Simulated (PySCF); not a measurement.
# Bond length, frequency and bond energy of BS⁻ by level of theory

State: ¹Σ⁺ (singlet), closed shell. Set-up: basis B aug-cc-pVDZ-DK, S aug-cc-pVDZ-DK; spin-free X2C with a Gaussian nucleus; PySCF 2.14. De refers to B + S⁻ in their high-spin ground configurations, without counterpoise correction. A positive dipole points towards S; it is taken about the centre of mass and depends on that origin.

```tsv
Level	Re (Å)	ωe (cm⁻¹)	De (eV)	μ (D)	CPU s a point (SCF and correlation, without the integrals)
RHF	1.699	1024	n/a	3.25	0.067
RHF-MP2	1.708	997	n/a	n/a	0.095
RHF-SCS-MP2	1.709	994	n/a	n/a	n/a
RHF-CCSD	1.714	984	n/a	n/a	n/a
RHF-CCSD(T)	1.720	966	n/a	n/a	0.67
PBE	1.712	959	6.18	3.74	0.51
PBEsol	1.708	968	6.47	3.81	0.33
TPSS	1.713	960	5.86	3.67	0.64
r²SCAN	1.705	984	6.03	3.80	0.65
TPSSh	1.708	976	5.81	3.65	0.66
PBE0	1.700	997	5.98	3.66	1
```

(1) What does a quarter of exact exchange do here, going from PBE to PBE0?

(2) What does the step from GGA to meta-GGA do here, going from PBE to r²SCAN?

(3) What does a tenth of exact exchange do here, going from TPSS to TPSSh?

Correlated steps freeze 6 core orbitals. For an ion De counts to the pair picked by the measured ionisation energies or electron affinities, which need not be the lowest pair at this level. The highest Kohn–Sham level is positive in this anion. Much of that is self-interaction error, but it also means that the finite basis helps to hold the extra electron. The CCSD T1 diagnostic is raised, a sign that a single reference may not be enough here.

The whole job (state search and all levels along the bond) took about 1.2 min on 1 thread of Intel Xeon Platinum 8488C (shared host), peak memory 0.55 GiB.

Results:

(1) PBE0 less PBE: -1.2 pm in Re, +4.0 % in ωe, -0.20 eV in De. Exact exchange removes part of the self-interaction that spreads semilocal densities, and in most molecules shortens and stiffens the bond and lowers De; so it does here.

(2) r²SCAN less PBE: -0.7 pm in Re, +2.6 % in ωe, -0.15 eV in De. 

(3) TPSSh less TPSS: -0.5 pm in Re, +1.7 % in ωe, -0.05 eV in De. Exact exchange removes part of the self-interaction that spreads semilocal densities, and in most molecules shortens and stiffens the bond and lowers De; so it does here.
